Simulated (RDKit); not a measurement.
RDKit input (MMFF94):

```python
from rdkit import Chem
from rdkit.Chem import AllChem, rdDetermineBonds

mol = Chem.MolFromXYZFile('mol.xyz')
rdDetermineBonds.DetermineBonds(mol, charge=0)
print('SMILES', Chem.MolToSmiles(Chem.RemoveHs(mol)))
ff = AllChem.MMFFGetMoleculeForceField(mol, AllChem.MMFFGetMoleculeProperties(mol))
e0 = ff.CalcEnergy()
flag = ff.Minimize(maxIts=5000, forceTol=1e-5)
print(f'energy {e0:.4f} -> {ff.CalcEnergy():.4f} kcal/mol, converged: {flag == 0}')
print(Chem.MolToXYZBlock(mol))
```
mol.xyz:
```
9

S     -0.00745418     0.00930076     1.18886061
C     -0.00314603     1.23475990    -0.01554078
C      0.00321953    -1.23485160     0.00381953
C      0.00610781     0.70120956    -1.27203811
C      0.00977370    -0.72102529    -1.26088861
H     -0.00764255     2.27441778     0.26701165
H      0.00407084    -2.26996127     0.30263693
H      0.01016329     1.29868792    -2.17207880
H      0.01694535    -1.33251200    -2.15145173
```

Task: Which steric energies does it print, before and after the minimisation?

Result: 4.62 and 4.38 kcal/mol. They count from the force field's own zero for this bonding and are no heats of formation.
